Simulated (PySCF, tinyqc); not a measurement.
RKS/BP86 in the sto-3g basis, for OH-, spin multiplicity 1, step by step. The basis has no diffuse functions, so it cannot describe the extra electron: this is an exercise in the method, not the real anion. The lowest restricted solution is unstable here: a spin-polarised one lies 0.0013 hartree lower (PySCF). Computed by tinyqc, a small Python program that keeps every step (integrals from PySCF). Settings: charge = -1, multiplicity = 1, basis = sto-3g, energy threshold = 1e-10, iteration cap = 69, orthogonalisation = canonical, start = core, DIIS depth = 0, shift = 0.2, method = RKS, functional = b88,p86, grid = [10, 86]. Command: `OMP_NUM_THREADS=1 python tinyqc.py 27407 27408 out.jsonl` (the two numbers bound the seeds that draw the settings). One thread of a shared host (Intel(R) Xeon(R) Processor @ 2.60GHz), about 0.6 s of CPU time with the checks.

Geometry (angstrom):

| atom | x | y | z |
|---|---|---|---|
| O | 0.000000 | 0.000000 | 0.000000 |
| H | 0.000000 | 0.000000 | 1.561000 |

Stop when the energy changes by less than 1e-10 hartree and every element of the error matrix X^T (F D S - S D F) X is below 3e-06.

Course of the cycle:

| iteration | E (hartree) | change | largest element of the error matrix |
|---|---|---|---|
| 1 | -73.09807289 | - | 2.32e-01 |
| 2 | -73.97988693 | -8.82e-01 | 2.97e-01 |
| 3 | -73.85847914 | 1.21e-01 | 4.51e-01 |
| 4 | -74.09639646 | -2.38e-01 | 2.53e-01 |
| 5 | -74.02445082 | 7.19e-02 | 3.79e-01 |
| 6 | -74.13932098 | -1.15e-01 | 2.23e-01 |
| 7 | -74.09133360 | 4.80e-02 | 3.26e-01 |
| 8 | -74.16183240 | -7.05e-02 | 2.02e-01 |
| 9 | -74.12676155 | 3.51e-02 | 2.90e-01 |
| 10 | -74.17576247 | -4.90e-02 | 1.87e-01 |
| 11 | -74.14850659 | 2.73e-02 | 2.63e-01 |
| 12 | -74.18526467 | -3.68e-02 | 1.75e-01 |
| 13 | -74.16314377 | 2.21e-02 | 2.43e-01 |
| 14 | -74.19216746 | -2.90e-02 | 1.66e-01 |
| ... | ... | ... | ... |
| 56 | -74.22436451 | -4.90e-03 | 1.07e-01 |
| 57 | -74.21999532 | 4.37e-03 | 1.31e-01 |
| 58 | -74.22473278 | -4.74e-03 | 1.06e-01 |
| 59 | -74.22048955 | 4.24e-03 | 1.29e-01 |
| 60 | -74.22507518 | -4.59e-03 | 1.05e-01 |
| 61 | -74.22094805 | 4.13e-03 | 1.28e-01 |
| 62 | -74.22539418 | -4.45e-03 | 1.05e-01 |
| 63 | -74.22137433 | 4.02e-03 | 1.27e-01 |
| 64 | -74.22569195 | -4.32e-03 | 1.04e-01 |
| 65 | -74.22177144 | 3.92e-03 | 1.26e-01 |
| 66 | -74.22597039 | -4.20e-03 | 1.03e-01 |
| 67 | -74.22214209 | 3.83e-03 | 1.24e-01 |
| 68 | -74.22623119 | -4.09e-03 | 1.02e-01 |
| 69 | -74.22248864 | 3.74e-03 | 1.23e-01 |

Can the last value be used, and what does the course show?

Not by the stop rule. Not converged within the cap of 69 iterations: the residual wanders without falling. Reruns (cap 100 unless said): DIIS 8: converged in 13; damping 0.5: converged in 34; level shift 0.5: converged in 11; atomic densities as start, DIIS 8: converged in 11; the original settings with a cap of 400: not converged. PySCF RKS in the same basis, fine grid = -74.36539543 hartree, which differs from a converged run on this coarse grid by the grid error.
